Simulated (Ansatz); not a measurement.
## Interaction energy ladder

The pair of F2 (SMILES FF, atoms 1–2) and H2O2 (SMILES OO, atoms 3–6), both closed shells, in one local arrangement (a lower one may exist), relaxed at PBE0-D4/def2-TZVP:

```csv
atom,x (Å),y (Å),z (Å)
F1,-0.4775,-0.2973,-2.7370
F2,0.1458,-0.0831,-1.5200
O3,-0.3946,-0.3199,1.4844
O4,0.8288,0.1907,0.9636
H5,-0.8268,-0.6259,0.6768
H6,0.7243,1.1356,1.1323
```

Computed with Ansatz 0.2.0 (basis: def2-TZVPPD, with def2-QZVPPD for the basis limit); correlated methods freeze the cores. B3LYP uses VWN-RPA correlation. Extrapolation: Hartree–Fock as exp(−7.88 √X), correlation as X^−2.97. Interaction energies count from these two fragments, frozen as in the pair, with the counterpoise correction; negative means bound.

Problem. What is the interaction energy by CCSD(T) at an estimated basis limit (MP2 extrapolated from triple and quadruple zeta, plus CCSD(T) − MP2 in triple zeta)? (An estimate is asked for; the value comes from the calculation.)

Solution. Computed: -1.07 kcal/mol. Hartree–Fock alone gives 0.78 kcal/mol at the basis limit, so without correlation the pair would not bind at this distance. It counts from the two fragments frozen as in the pair.

The same quantity by other methods in triple zeta, and each one's difference from that estimate:
```
   method  E_int (kcal/mol)  difference
   PBE-D4             -2.72       -1.65
revPBE-D4             -1.85       -0.77
  BLYP-D4             -2.34       -1.26
r2SCAN-D4             -2.56       -1.48
   B97M-V             -2.21       -1.13
  PBE0-D4             -1.32       -0.24
 B3LYP-D4             -1.43       -0.35
 HSE06-D4             -1.35       -0.28
  wB97X-V             -1.15       -0.08
  wB97M-V             -1.16       -0.08
   B2PLYP             -0.92        0.15
       HF              0.76        1.84
      MP2             -0.91        0.16
     CCSD             -0.57        0.50
  CCSD(T)             -0.86        0.21
```
Differences are method less estimate.

Problem. Which atoms make the shortest contact between the fragments?

Solution. F2 and H5, 2.46 Å apart.

Basis-set superposition shift (counterpoise-corrected less uncorrected): CCSD(T) 0.52; MP2 0.49; HF 0.05; PBE0-D4 0.07; wB97M-V 0.07 kcal/mol.

T1 diagnostic: at most 0.013. The restricted Hartree–Fock reference is unstable towards an unrestricted one at one or more of these structures.

For scale, one of the runs: CCSD(T)/def2-TZVPPD, 194 basis functions, launched by `ansatz run in.yaml --threads 4 --pin off --events-out ev --progress --plain --max-ram 9574MiB`. Hardware: 4 CPU threads of an Arm Neoverse V2, shared host. Wall time 57 s; peak host memory 2.5 GiB.
